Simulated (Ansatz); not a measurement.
# The cluster Sr3− (doublet): reading failed and doubtful runs

Aim: try 1 input for the cluster Sr3− (doublet) as typed, read how each ends, and find what has to change.

The runs use Ansatz 0.2.0, Gaussian basis; the settings change from run to run.

4 further runs of the same task are left out: 4 set aside as unsound or not needed. Runs told in other sessions of the task aren't counted.

### Step 1. The molecule

The structure was relaxed beforehand with r2SCAN in a triple-zeta def2 set. Sr takes a core potential in def2 sets; no spin-orbit term is included.

3 atoms, charge -1, spin multiplicity 2.

Atoms are counted from 1 here; the program's logs count them from 0.

Bond lengths: Sr1–Sr2 4.082 Å, Sr1–Sr3 4.082 Å, Sr2–Sr3 4.107 Å. Angles: Sr2–Sr1–Sr3 60.4°, Sr1–Sr2–Sr3 59.8°, Sr1–Sr3–Sr2 59.8°.

### Step 2. Attempt 1

Contents of in.yaml:

```yaml
crystal:
  periodic: [false, false, false]
  atoms:
    - {symbol: Sr, position_ang: [-1.163474, -1.978015, -0.515788]}
    - {symbol: Sr, position_ang: [-0.731960, 1.361608, 1.791649]}
    - {symbol: Sr, position_ang: [1.895434, 0.616407, -1.275861]}
basis:
  gaussian: {orbitals: def2-TZVP, final_grid: {core_spheres: 20, valence_spheres: 16, degree: 47}}
total_charge: -2
hamiltonian: {xc: {name: HF}, dispersion: rvv10}
output: {forces: true}
```

Launch:

```bash
$ ansatz run in.yaml --threads 4 --pin off --events-out ev --progress --plain --max-ram 3916MiB
```

Q: Predict the results of all the runs planned.

The runs gave:

```tsv
attempt	level	ended	cause	time
1	HF/def2-TZVP	refused	the dispersion term doesn't go with the functional	0.05 s
```

1 refused. A refusal costs next to no computing time.
